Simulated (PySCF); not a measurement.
**Bond curve of AlN⁺**

Set-up: PySCF, no relativity, basis sets Al def2-TZVPPD, N def2-TZVPPD. Energies in eV from Al⁺ + N in their ground configurations at the same level. State: ⁴Σ⁻ (quartet), unpaired electrons σ ↑, π ↑↑.

All columns are PBE0. A positive dipole points towards N; it is taken about the centre of mass and depends on that origin.

| R (Å) | E (eV) | μ (D) | Mulliken charge on Al (basis-dependent) | HOMO (eV) | LUMO (eV) | Mayer bond order | ⟨S²⟩ |
| --- | --- | --- | --- | --- | --- | --- | --- |
| 1.772 | -0.094 | -2.98 | 0.89 | -14.46 | -10.65 | 1.25 | 3.76 |
| 1.854 | -0.282 | -2.91 | 0.89 | -14.46 | -10.61 | 1.16 | 3.76 |
| 1.936 | -0.370 | -2.81 | 0.89 | -14.45 | -10.55 | 1.05 | 3.77 |
| 1.998 | -0.395 | -2.74 | 0.90 | -14.45 | -10.49 | 0.96 | 3.77 |
| 2.060 | -0.399 | -2.67 | 0.90 | -14.45 | -10.41 | 0.87 | 3.77 |
| 2.122 | -0.390 | -2.62 | 0.90 | -14.46 | -10.32 | 0.78 | 3.77 |
| 2.204 | -0.368 | -2.58 | 0.91 | -14.47 | -10.18 | 0.66 | 3.77 |
| 2.307 | -0.334 | -2.58 | 0.92 | -14.50 | -9.98 | 0.53 | 3.77 |
| 2.431 | -0.295 | -2.69 | 0.93 | -14.55 | -9.73 | 0.41 | 3.77 |
| 2.596 | -0.249 | -2.94 | 0.94 | -14.64 | -9.40 | 0.28 | 3.76 |

A fit through these points gives, at Re = 2.043 Å, μ = -2.69 D and dμ/dR = 1.06 D/Å; the reduced mass is 9.219 u.

**Question.** How strong is the fundamental in the double-harmonic approximation, I = 42.26·(dμ/dR)²/μred km/mol?

**Answer.** I = 42.26·(1.06)²/9.219 = 5.15 km/mol at PBE0.

The bond is weak. Basis-set superposition, not corrected here, can be much of De in a small basis, most of all at correlated wavefunction levels. For an ion De counts to the pair picked by the measured ionisation energies or electron affinities, which need not be the lowest pair at this level. The state was picked by a PBE0 search and need not be the measured ground state.
